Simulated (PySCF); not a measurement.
**Relative stability**

The two ends of one reaction step of AlH2ClO, closed shell (PBE0-D4/def2-TZVP).

A:

Al1  (0.418, -0.245, -0.109)
Cl2  (-0.656, -1.602, -1.291)
H3  (1.974, -0.339, 0.009)
O4  (-0.401, 0.966, 0.726)
H5  (-1.348, 1.091, 0.703)
(Å)

B:

```xyz
5
angstrom
Al -0.2575 0.2583 0.3770
Cl 1.9372 -2.4959 -1.3278
H 1.2119 -1.5813 -0.7610
O -1.2045 1.4222 1.0995
H -1.7598 2.0806 1.5001
```

Computed with PySCF 2.14 with density fitting (its default auxiliary sets; JK sets also for MP2 and CCSD(T)) (basis: def2-TZVPP); correlated methods freeze the cores. B3LYP uses VWN-RPA correlation.

Q: Which structure is lower at CCSD(T), and by how much? (Judge from chemistry; the value comes from the calculation.)

A: The calculation gives: A, by 2.234 eV (electronic energy, against the other). By their contacts, A is AlH₂ClO ([OH][AlH][Cl]) and B is a complex of AlHO ([OH][Al]) + HCl.

All methods give the same order:

```
   method  E(B) − E(A) (eV)
    SPW92             2.094
   PBE-D4             2.057
r2SCAN-D4             2.412
  PBE0-D4             2.205
 B3LYP-D4             2.135
 BHLYP-D4             2.297
  wB97M-V             2.185
       HF             2.410
      MP2             2.366
     CCSD             2.242
  CCSD(T)             2.234
```

No T1 diagnostic of these runs exceeds 0.012.

Labels in which every atom is bracketed show which atoms are joined, not bond orders.

For scale, one of the runs: CCSD(T)/def2-TZVPP, 143 basis functions, launched by `OMP_NUM_THREADS=4 python run.py`. The run took 99 s on 4 CPU threads of an AMD EPYC (shared host), with 0.8 GiB of host memory at its peak.
